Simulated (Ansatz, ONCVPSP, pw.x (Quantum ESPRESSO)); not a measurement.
## Ta (Z = 73): does the ONCV potential hold in the solid?

| Property | Result |
| --- | --- |
| Element | Ta |
| Generator | ONCVPSP 4.0.1.1 (patched build) |
| Type | optimised norm-conserving Vanderbilt (ONCV) |
| Functional | PBEsol |
| Relativity | scalar-relativistic |
| Frozen core | [Kr] 4d10 4f14 |
| Valence charge | 13 |
| Reference configuration | 5s2 5p6 5d3 6s2 |
| Partial waves | 5s+6s: rc 1.80 bohr, ncon 4, nbas 8, qcut 7.7 1/bohr, 2 projectors; 5p: rc 1.75 bohr, ncon 3, nbas 6, qcut 10 1/bohr, 2 projectors, debl 1.7 Ha; 5d: rc 1.80 bohr, ncon 4, nbas 8, qcut 6.2 1/bohr, 2 projectors, debl 3.5 Ha |
| Local potential | polynomial inside 1.70 bohr (lpopt 5, dvloc0 1 Ha) |
| Core correction | Teter function, fcfact 3.25, rcfact 1.8 |

Atomic tests: cutoffs needed: 24 Ha and 30 Ha (the cutoffs (Ha) at which the residual kinetic energy of the hardest occupied pseudo-wave falls to 1 and 0.1 mHa per electron); ghost test: no bound ghost flagged; no localised positive-energy state flagged; largest excitation error: -80 meV (all-electron minus pseudo) for 5s2 5p6 5d2 6s0, out of 4 test configurations.

Crystal test: fcc Ta in pw.x 7.5, no spin, 14³ k-points, Fermi–Dirac smearing 0.01 Ry, cutoffs 70/280 Ry. The lattice is a test structure that the element need not adopt, and mesh and smearing are coarse.

pw.x input:

```
&control
  calculation='scf', prefix='x', pseudo_dir='./', outdir='./tmp', tstress=.true., disk_io='none'
/
&system
  ibrav=0, nat=1, ntyp=1, ecutwfc=70, ecutrho=280, nbnd=14,
  occupations='smearing', smearing='fd', degauss=0.01
/
&electrons
  conv_thr=1e-09, mixing_beta=0.4, electron_maxstep=70
/
ATOMIC_SPECIES
Ta 1.0 Ta.UPF
CELL_PARAMETERS angstrom
  0.00000000 2.09085212 2.09085212
  2.09085212 0.00000000 2.09085212
  2.09085212 2.09085212 0.00000000
ATOMIC_POSITIONS crystal
Ta 0.0000 0.0000 0.0000
K_POINTS automatic
14 14 14 0 0 0
```

```bash
pw.x < Ta.scf.in > Ta.scf.out
```

How does the run end?

It converges; the pressure is -3.23 GPa against -0.64 GPa from all-electron LAPW.  The log shows:

```
     using ibrav=0 with symmetry is DISCOURAGED, use correct ibrav instead
     lattice parameter (alat)  =       5.5878  a.u.
     unit-cell volume          =     123.3663 (a.u.)^3
     number of electrons       =        13.00
     number of Kohn-Sham states=           14
     kinetic-energy cutoff     =      70.0000  Ry
     charge density cutoff     =     280.0000  Ry
     scf convergence threshold =      1.0E-09
     Exchange-correlation= PBESOL
     number of k points=   104  Fermi-Dirac smearing, width (Ry)=  0.0100
     iteration #  1     ecut=    70.00 Ry     beta= 0.40
     total energy              =    -134.85090884 Ry
     estimated scf accuracy    <       0.03008925 Ry
     iteration #  2     ecut=    70.00 Ry     beta= 0.40
     total energy              =    -134.85044846 Ry
     estimated scf accuracy    <       0.00509637 Ry
     iteration #  3     ecut=    70.00 Ry     beta= 0.40
     total energy              =    -134.85106357 Ry
     estimated scf accuracy    <       0.00021574 Ry
     iteration #  4     ecut=    70.00 Ry     beta= 0.40
     total energy              =    -134.85107742 Ry
     estimated scf accuracy    <       0.00000480 Ry
     iteration #  5     ecut=    70.00 Ry     beta= 0.40
     total energy              =    -134.85107878 Ry
     estimated scf accuracy    <       0.00000030 Ry
     iteration #  6     ecut=    70.00 Ry     beta= 0.40
     the Fermi energy is    18.3571 ev
!    total energy              =    -134.85107882 Ry
     estimated scf accuracy    <          9.3E-10 Ry
     smearing contrib. (-TS)   =      -0.00553954 Ry
     The total energy is F=E-TS. E is the sum of the following terms:
     one-electron contribution =     -15.87562913 Ry
     hartree contribution      =      14.67975535 Ry
     xc contribution           =     -35.59668492 Ry
     ewald contribution        =     -98.05298059 Ry
     convergence has been achieved in   6 iterations
          total   stress  (Ry/bohr**3)                   (kbar)     P=      -32.28
     Message from routine punch:
     Nothing written, as per user request (disk_io='none')
```
